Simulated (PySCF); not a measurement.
Cartesian coordinates in Å; atom numbers follow the order of the lines, from 1:
```xyz
5

S     0.090   -0.289    2.138
P     0.031    0.060    0.066
S    -0.187    2.121   -0.291
S     1.817   -0.622   -0.809
S    -1.598   -0.967   -0.776
```

Total charge -3.

Geometry: PBE0-D3(BJ)/def2-SVP; GIAO absolute shieldings from PySCF 2.14.0 with density-fitted response routines, gas phase, non-relativistic, averaged over equivalent atoms.

At PBE0/cc-pVDZ (90 basis functions, 5.5 s wall time on 1 thread of an Arm Neoverse V1, shared host):
| atoms | σ (ppm) |
| --- | --- |
| S1/S3/S4/S5 | 370.1 |
| P2 | 205.0 |

**Question.** Estimate the result of repeating the calculation with PBE0/aug-cc-pVDZ.

**Answer.** 
```tsv
atoms	σ at PBE0/aug-cc-pVDZ	change
S1/S3/S4/S5	287.6	-82.5
P2	185.2	-19.8
```

The largest change is at S1/S3/S4/S5 (sulfur bonded to P). Cost: 135 basis functions, 11 s wall time on 1 thread of an Arm Neoverse V1, shared host.
